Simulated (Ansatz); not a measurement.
A made-up structure of Al2H3O (charge -1), closed shell:

```xyz
6
angstrom
O -1.1207 -2.0056 1.2887
Al -0.5974 -1.2699 -0.0782
Al 0.5206 1.1117 0.0872
H -0.7601 -2.7955 1.7211
H 1.1120 2.0296 -1.1322
H 0.7616 1.9711 1.4458
```

It is relaxed with PBE-D4/def2-SVPD and then PBE0-D4/def2-TZVPD (Ansatz 0.2.0). Atoms count as bonded within 1.22 times the sum of their covalent radii (H–H: 0.88 Å). The end point is not checked to be a true minimum.

**Question.** Does its bonding change? (Judge from chemistry; the calculation decides.)

**Answer.** By the calculation: No: no bond forms or breaks.

Where it ends: The first stage lowers the energy by 1.15 eV in 17 steps. It ends as Al₂H₃O ([OH][Al][AlH2]), total charge -1:
```
6
angstrom
O -0.4545 -2.4113 1.2471
Al -0.8102 -0.8253 0.5789
Al 0.8700 1.1420 0.3258
H -1.2085 -3.0017 1.2564
H 1.0835 1.6398 -1.2297
H 0.4357 2.4979 1.1540
```

Labels in which every atom is bracketed show which atoms are joined, not bond orders.

For scale, one of the runs: PBE0-D4/def2-TZVPD relaxation, 153 basis functions, launched by `ansatz run in.yaml --threads 2 --pin off --events-out ev --progress --plain --max-ram 4352MiB`. The run took about 24 s on 2 CPU threads of an Arm Neoverse V2 (shared host).
